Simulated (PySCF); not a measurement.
**Computed NMR parameters against published values**

Molfile (atoms numbered from 1):
```
FHO
     RDKit          3D

  3  2  0  0  0  0  0  0  0  0999 V2000
   -0.4564    0.1827   -0.1745 O   0  0  0  0  0  0  0  0  0  0  0  0
    0.1031   -0.7275    0.7403 F   0  0  0  0  0  0  0  0  0  0  0  0
    0.3595    0.5096   -0.5825 H   0  0  0  0  0  0  0  0  0  0  0  0
  1  2  1  0
  1  3  1  0
M  END
```

Published values to compare with: δ $^{1}$H H3 12.10 ppm (measured; gas or nonpolar solvent (not told per row); T. W. Keal, PhD thesis, Durham 2005).
σ $^{19}$F F2 168.9 ppm (CCSD(T)/13s9p4d3f + vibration and temperature (MP2); gas, 300 K; M. E. Harding, PhD thesis, Mainz 2008 (Harding, Lenhart, Auer, Gauss, JCP 2008, 128, 244111)).
σ $^{19}$F F2 189.1; σ $^{1}$H H3 20.00; σ $^{17}$O O1 -61.8 ppm (CCSD(T)/cc-pCVQZ; gas (isolated, no vibration); M. Glasbrenner, PhD thesis, LMU Munich (RPA NMR shieldings paper, SI)).
σ $^{19}$F F2 188.5 ppm (CCSD(T)/13s9p4d3f; gas (isolated, no vibration); M. E. Harding, PhD thesis, Mainz 2008 (Harding, Lenhart, Auer, Gauss, JCP 2008, 128, 244111)).
σ $^{19}$F F2 192.2; σ $^{1}$H H3 19.60; σ $^{17}$O O1 -68.9 ppm (CCSD(T)/aug-cc-pCV[TQ]Z extrapolated; gas (isolated, no vibration); Teale, Lutnaes, Helgaker, Tozer, Gauss, JCP 2013, 138, 024111, as tabulated in M. Glasbrenner, PhD thesis, LMU Munich (SI Table 24)).

- σ from GIAO-B97-2/pcSseg-2
- geometry: PBE0-D3(BJ)/def2-TZVP
- code: PySCF
- one computed conformer, in vacuum, relativity neglected

Q: How close does the calculation come?

A: 
Reference values: measured (gas or nonpolar solvent (not told per row); T. W. Keal, PhD thesis, Durham 2005).
```tsv
atoms	quantity	reference	computed
H3	δ $^{1}$H vs CH4	12.10	10.67
```

Reference values: CCSD(T)/13s9p4d3f + vibration and temperature (MP2) (gas, 300 K; M. E. Harding, PhD thesis, Mainz 2008 (Harding, Lenhart, Auer, Gauss, JCP 2008, 128, 244111)).
| atoms | quantity | reference | computed |
| --- | --- | --- | --- |
| F2 | σ $^{19}$F | 168.9 | 208.9 |

Reference values: CCSD(T)/cc-pCVQZ (gas (isolated, no vibration); M. Glasbrenner, PhD thesis, LMU Munich (RPA NMR shieldings paper, SI)).
```csv
atoms,quantity,reference,computed
F2,σ $^{19}$F,189.1,208.9
H3,σ $^{1}$H,20.00,20.73
O1,σ $^{17}$O,-61.8,-81.8
```

Reference values: CCSD(T)/13s9p4d3f (gas (isolated, no vibration); M. E. Harding, PhD thesis, Mainz 2008 (Harding, Lenhart, Auer, Gauss, JCP 2008, 128, 244111)).
```json
{"atoms": "F2", "quantity": "σ $^{19}$F", "reference": "188.5", "computed": "208.9"}
```

Reference values: CCSD(T)/aug-cc-pCV[TQ]Z extrapolated (gas (isolated, no vibration); Teale, Lutnaes, Helgaker, Tozer, Gauss, JCP 2013, 138, 024111, as tabulated in M. Glasbrenner, PhD thesis, LMU Munich (SI Table 24)).
```tsv
atoms	quantity	reference	computed
F2	σ $^{19}$F	192.2	208.9
H3	σ $^{1}$H	19.60	20.73
O1	σ $^{17}$O	-68.9	-81.8
```

Absolute shieldings are compared as such; zero-point and thermal motion, absent here, lowers them by some tenths of a ppm for H, a few ppm for C and up to about 10 ppm for F.

Computed shifts are σ(ref) − σ with the named reference compound (TMS for H and C) calculated as an isolated molecule at the same level. The measured values may be among those fitted. Expected solution values come from regression of measured δ (H and C: mostly CDCl3, vs TMS) on computed σ: $^{1}$H: δ = 29.81 − 0.938σ (rms 0.14 ppm, 293 shifts, 0.16 ppm with the 4 outliers that the fit left out). Occasional misses reach two or three times the rms, and more in compound classes unlike the fitted ones. H not on carbon is unscaled (vs computed TMS).

Q: How far are the unscaled $^{19}$F shieldings from the references?

A: Mean signed difference +24.23 ppm, mean absolute 24.23 ppm over 4 comparisons; the largest is +40.0 ppm at F2 (fluorine bonded to O).

Q: How far are the unscaled $^{1}$H shieldings from the references (OH and NH left out)?

A: Mean signed difference +0.93 ppm, mean absolute 0.93 ppm over 2 comparisons; the largest is +1.13 ppm at H3 (hydrogen on an oxygen bonded to F).

Q: How far are the unscaled $^{17}$O shieldings from the references?

A: Mean signed difference -16.45 ppm, mean absolute 16.45 ppm over 2 comparisons; the largest is -20.0 ppm at O1 (oxygen bonded to F, H).

9 of the 29 published NMR values on file for this molecule are compared. The rest: other calculations.

OH and NH positions are those of a molecule without intermolecular hydrogen bonds; in solution they move with solvent, concentration and temperature, and exchange usually removes their couplings.
